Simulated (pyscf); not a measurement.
# Hydrogen abstraction: cyclic C₂H₆Ge (SMILES [CH2]1[CH2][GeH2]1) + H• → cyclic C₂H₅Ge (SMILES [CH]1[CH2][GeH2]1) [doublet] + H₂

Gas phase, doublet surface, charge 0. Bonds broken: C5–H7. Bonds formed: H2–H7. Optimised with ωB97X-D3(BJ)/def2-SVP in PySCF.

Transition state (Å):

```xyz
10

Ge    -2.0043    -0.6376    -0.0611
H      1.5642    -0.4911     0.6808
H     -3.0624    -0.9591    -1.1077
H     -2.1222    -1.3364     1.2853
C     -0.2716    -0.0539    -0.6461
C     -1.0922     1.0896    -0.0923
H      0.8180    -0.3837     0.1562
H      0.0879    -0.0374    -1.6816
H     -1.3854     1.8966    -0.7749
H     -0.7992     1.4632     0.8984
```

One imaginary mode, 1336i cm⁻¹; descent along it reached the two sides named.

```
bond   change  reactant side (Å)  saddle  product side
-----  ------  -----------------  ------  ------------
C5–H7  breaks              1.095   1.393           2.8
H2–H7   forms                3.4   0.919         0.762
```

Electronic energies relative to the separated reactants (kcal/mol):

```csv
level,barrier,reaction energy,reverse barrier
ωB97X-D3(BJ)/def2-TZVP,11.8,+3.1,8.7
PBE/def2-TZVP,6.2,+2.1,4.1
r²SCAN/def2-TZVP,5.2,-1.2,6.4
B3LYP-D3(BJ)/def2-TZVP,6.1,-0.9,6.9
PBE0-D3(BJ)/def2-TZVP,9.1,+3.6,5.5
M06-2X/def2-TZVP,13.1,+2.6,10.5
ωB97M-D3(BJ)/def2-TZVP,11.8,+3.0,8.8
HF/def2-TZVP,23.2,+3.6,19.6
```

With ωB97M-D3(BJ)/def2-TZVP energies and thermal terms (ideal gas, 1 atm, RRHO with modes under 100 cm⁻¹ raised to 100, one conformer, R ln 2 for chiral ones without a mode under 150 cm⁻¹), in kcal/mol:

| T (K) | ΔH‡ | ΔG‡ | ΔH | ΔG |
|---|---|---|---|---|
| 298 | 9.4 | 15.2 | +1.3 | -1.2 |
| 600 | 9.1 | 21.1 | +1.7 | -3.9 |
| 900 | 9.0 | 27.2 | +1.5 | -6.6 |
| 1200 | 9.0 | 33.3 | +1.1 | -9.3 |

This saddle turned up in a search for another step; its sides and bond changes are read from the two ends of the descent. cyclic C₂H₅Ge (SMILES [CH]1[CH2][GeH2]1) [doublet] lies 33.9 kcal/mol over its isomer H₂C=CH–GeH₂• (electronic energy, ωB97M-D3(BJ)/def2-TZVP). One saddle was located; it need not be the lowest between these sides. The angle at the transferred H is 173°. Elements up to Kr have no core potential and no relativistic terms here.
